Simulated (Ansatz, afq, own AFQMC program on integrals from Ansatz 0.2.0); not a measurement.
**Where AFQMC and coupled cluster stand for SiH₂O, singlet**

```yaml
atoms:
  - { symbol: Si, position_ang: [0.0000, -0.1612, 0.6010] }
  - { symbol: O, position_ang: [0.0000, 0.2314, -1.0093] }
  - { symbol: H, position_ang: [0.0000, 1.3462, 0.8723] }
  - { symbol: H, position_ang: [0.0000, -0.5273, -1.5989] }
```

Connectivity, by distances: SiH–OH.

Basis cc-pVDZ. Only valence electrons are correlated. AFQMC by an in-house program on the Cholesky factors that Ansatz 0.2.0 writes for its CCSD(T) run. The CISD trial takes its coefficients from CCSD amplitudes. Released means that phaseless walkers are propagated on without the constraint, phases kept. Uncertainties: one standard error, sampling alone.

Determinant: UHF, the one that the program's search chose, which needn't be the lowest solution. The geometry is a point of a scan.

No full CI on the walks' own integrals is used here; CCSDT(Q) serves as the reference and is uncertain by about the last step of the cluster series.

Cautions: the determinant is a saddle point among determinants of its kind.

The T1 diagnostic is 0.0184. The weight of the determinant in the CISD state is 0.878 and the ⟨S²⟩ of the determinant is 0.000. The size of the correlated space is 12 electrons in 36 orbitals.

```csv
level,correlation energy (eV)
MP2,-7.5030
CCSD,-8.1464
CCSD(T),-8.3458
```

Q: Estimate where phaseless AFQMC with the Hartree–Fock trial lies against CCSD(T) on the same integrals.

A: 0.27 ± 1.61 kcal/mol above CCSD(T). The gap is under twice the noise, so this walk alone can't tell the two apart.

Reference: CCSDT(Q), correlation energy -8.387 eV. The released energy is read at 2.40 1/Eh (meV from the phaseless value at times in 1/Eh: 5 ± 20 at 0.24, -1 ± 16 at 0.51, 9 ± 13 at 0.99, -15 ± 20 at 1.62, 6 ± 20 at 2.40).

```csv
level,E − E(reference) (kcal/mol),share of correlation (%)
CCSD(T),0.95,99.51
CCSDT,0.54,99.72
ph-AFQMC/HF,1.22 ± 1.61,99.37
ph-AFQMC/CISD,0.00 ± 0.36,100.00
released AFQMC,0.13 ± 0.47,99.93
```

A walk keeps the symmetry of its determinant, which the program's search chose and which needn't be the lowest solution, so a lower state of the same spin and another symmetry isn't excluded. Released energies are given only where the last usable release times agree within the noise; a slower fall can still hide under it.
